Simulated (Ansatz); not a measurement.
**AlH2ClF− (SMILES [F][AlH2-][Cl]): the energy, rung by rung**

AlH2ClF−: 5 atoms, total charge -1, spin state singlet. As SMILES, `[F][AlH2-][Cl]`. The shape comes from GFN2-xTB, which is rough for such elements, and wasn't checked as a minimum.

```
atom    x (Å)    y (Å)    z (Å)
   F  -1.1933   0.1142   1.2287
  Al  -0.0869   0.0623  -0.0524
  Cl   1.6539  -0.9929   0.5113
   H  -0.7327  -0.7218  -1.2690
   H   0.3590   1.5383  -0.4186
```

Each level gives the energy change with the F1–Al2 bond stretched from 1.693 to 2.540 Å (eV). The values are calculated.

```csv
level,kind,program,value (eV),CPU time (all runs)
revPBE/STO-3G (restricted),GGA,Ansatz,3.76,2.8 s
B3LYP/STO-3G (restricted),global hybrid,Ansatz,?,3.1 s
BHLYP/STO-3G (restricted),global hybrid,Ansatz,?,2.9 s
r2SCAN0/STO-3G (restricted),hybrid meta-GGA,Ansatz,4.46,7 s
CAM-B3LYP/STO-3G (restricted),range-separated hybrid,Ansatz,4.50,3.3 s
wB97M-V/STO-3G (restricted),range-separated hybrid,Ansatz,4.52,49 s
BCCD(T)/STO-3G (restricted),coupled cluster or CI,Ansatz,4.28,0.57 s
FCI/STO-3G,exact in the basis,Ansatz,4.27,6.8 s
```

Task: Estimate what the levels marked ? give.

Result: As computed at these levels: B3LYP/STO-3G (restricted): 4.19 eV; BHLYP/STO-3G (restricted): 4.72 eV. Sets without diffuse functions describe the anion poorly. The first shape isn't each level's own minimum. The values span 3.76 to 4.72 eV. All rows use very small basis sets, so even the best lies far from the true value. CPU times are rough (shared hosts, several kinds of processor): they show what a rung costs within a factor of a few.
